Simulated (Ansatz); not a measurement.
Dissociation curves of OH (SMILES [OH])

OH has 2 atoms, charge 0, and is taken as a doublet. As SMILES, `[OH]`. The coordinates come from a PBE0-D4/def2-TZVP relaxation.

```tsv
atom	x (Å)	y (Å)	z (Å)
O	0.4159	-0.1331	0.2145
H	-0.4159	0.1331	-0.2145
```

The O1–H2 distance is scanned; the parts on either side stay rigid. Basis 3-21G, 1 core orbital frozen in the correlated methods; program Ansatz 0.2.0. FCI is exact within this basis and core. Energies in eV from each method's value at 0.963 Å; open shells run as named; a dash marks a point that is missing or didn't converge. The shape above is that at 0.973 Å.

| distance (Å) | USVWN5 | UB3LYP | RPA@PBE | UCCSDT(Q) | UCCSDTQ | FCI |
| --- | --- | --- | --- | --- | --- | --- |
| 0.963 | 0.00 | 0.00 | 0.00 | 0.00 | 0.00 | 0.00 |
| 0.973 | -0.03 | -0.02 | -0.02 | – | – | -0.02 |
| 1.204 | 0.29 | 0.38 | 0.28 | 0.36 | 0.36 | 0.36 |
| 1.216 | 0.34 | 0.43 | 0.32 | – | – | 0.41 |
| 1.445 | 1.37 | 1.51 | 1.24 | 1.33 | 1.33 | 1.33 |
| 1.460 | 1.43 | 1.58 | 1.30 | – | – | 1.39 |
| 1.927 | 3.34 | 3.20 | 2.88 | 2.69 | 2.69 | 2.69 |
| 1.946 | 3.40 | 3.23 | 2.91 | – | – | 2.72 |
| 2.409 | 4.19 | 3.71 | 3.20 | 3.09 | 3.09 | 3.09 |
| 2.433 | 4.21 | 3.72 | 3.20 | – | – | 3.10 |

Departure from the FCI curve at its largest: USVWN5 +1.11 eV at 2.43 Å; UB3LYP +0.62 eV at 2.43 Å; RPA@PBE +0.20 eV at 1.95 Å; UCCSDT(Q) within 0.005 eV; UCCSDTQ within 0.005 eV. For the functionals part of the departure is owed to the small basis.
